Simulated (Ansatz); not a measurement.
Appearance energy of a fragment ion: C5H9N → [C4H9]+ + CN + e⁻

Species: C5H9N (pivalonitrile) `CC(C)(C)C#N`, singlet; [C4H9]+ `C[C+](C)C`, singlet; CN, doublet. 

Shapes, held fixed at every level: PBE0-D4/def2-TZVP. Programs: Ansatz 0.2.0. Electronic energies: no zero-point or thermal term.

(1) Estimate ΔE of this reaction.

Results:

(1) B2PLYP/def2-TZVPP gives ΔE = +11.92 eV; the levels span +10.40 to +12.20. The median of the levels is +11.95. No measured value is set beside it here. Spin contamination: CN (⟨S²⟩ up to 1.11). Open shells run unrestricted unless RO is named. The onset seen in experiment also holds zero-point changes and kinetic shifts.

```csv
level,kind,ΔE (eV)
HF/def2-TZVPP,Hartree–Fock,+10.40
PBE-D4/def2-TZVPP,GGA,+11.81
r2SCAN-D4/def2-TZVPP,meta-GGA,+11.80
B3LYP-D4/def2-TZVPP,global hybrid,+11.99
BHLYP-D4/def2-TZVPP,global hybrid,+12.06
PBE0-D4/def2-TZVPP,global hybrid,+12.09
wB97X-V/def2-TZVPP,range-separated hybrid,+12.20
B2PLYP/def2-TZVPP,double hybrid,+11.92
```
